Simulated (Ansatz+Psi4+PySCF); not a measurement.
Values are calculated unless marked as measured or tabulated.
A run of PySCF 2.14.0 on singlet MgS at this shape:

```xyz
2

Mg    0.0000    0.0000   -0.0026
S     0.0000    0.0000    2.5705
```

Its results:

* Converged: yes
* Reference energy: -597.10699 hartree
* Correlation energy: -0.47171 hartree
* Total energy: -597.57870 hartree
* Spin squared of the determinant: 0.000

(1) Which input gives this output? Name the method, the orbitals and the basis set, and write the input.

Answers

(1) RHF-MP2 in cc-pCVTZ on Mg; cc-pV(T+d)Z on S. An unrestricted run that stays on the closed shell gives the same numbers.

```python
from pyscf import gto, scf, mp

# the (T+d) and (D+d) sets load through basis_set_exchange
mol = gto.M(atom="""
Mg 0.000000 0.000000 -0.002550
S 0.000000 0.000000 2.570550
""", basis={'Mg': 'cc-pcvtz', 'S': 'cc-pv(t+d)z'}, charge=0, spin=0)
mf = scf.RHF(mol)
mf.kernel()
pt = mp.MP2(mf, frozen=6).run()
print(mf.e_tot, pt.e_corr, pt.e_tot)
```

Caution: bonds are stretched, where a single reference can fail; stretched shape with no unrestricted run beside it, a lower state can exist; unrestricted orbitals would lower the determinant.
